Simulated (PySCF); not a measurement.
Molecule: `F/C=C/F`, C₂H₂F₂.

Geometry:
```tsv
atom	x (Å)	y (Å)	z (Å)
F1	0.830	-0.602	-1.435
C2	0.424	0.211	-0.467
C3	-0.424	-0.211	0.467
F4	-0.830	0.602	1.435
H5	0.835	1.223	-0.506
H6	-0.835	-1.223	0.506
```

Geometry PBE0-D3(BJ)/def2-SVP throughout; GIAO in PySCF 2.14, gas phase, one conformer, non-relativistic; equivalent atoms averaged; basis pcSseg-2.

Task: How do the absolute shieldings σ depend on the functional? (ppm; last column core-seconds on shared hosts with different chips, so compare them loosely; the GGAs took longer than the global hybrids here, which isn't the general rule, and the cause wasn't traced)

Result: 
```tsv
functional	kind	F1/F4	C2/C3	H5/H6	core-s
HF	Hartree–Fock	413.1	38.8	24.15	5.6
LDA	LDA	351.1	18.1	23.18	13
PBE	GGA	348.3	22.9	23.66	16
BLYP	GGA	348.8	17.8	23.82	16
BP86	GGA	349.5	23.2	23.75	15
OPBE	GGA	348.7	33.6	23.78	16
KT2	GGA	356.1	33.1	23.65	16
KT3	GGA	353.8	33.7	23.87	16
B97-D	GGA	353.2	26.7	23.94	16
B3LYP	global hybrid	364.9	21.4	23.87	12
PBE0	global hybrid	367.7	27.2	23.77	12
mPW1PW91	global hybrid	367.4	26.5	23.84	12
WP04	global hybrid	358.4	13.9	24.41	5.6
B97-2	global hybrid	366.9	29.5	23.93	9.6
BHandHLYP	global hybrid	386.0	27.0	23.92	5.4
CAM-B3LYP	range-separated hybrid	375.3	22.1	23.74	7.5
wB97X-D	range-separated hybrid	371.9	26.7	23.91	7
LC-wPBE	range-separated hybrid	378.7	25.8	23.80	9
```

Task: Which nucleus moves most, in ppm?

Result: F1/F4 (vinylic fluorine): from 348.3 ppm with PBE to 413.1 ppm with HF. The smallest spread is 1.24 ppm, at H5/H6. Proton shifts span only some 12 ppm, so a few tenths of a ppm matter as much there as several ppm in carbon.
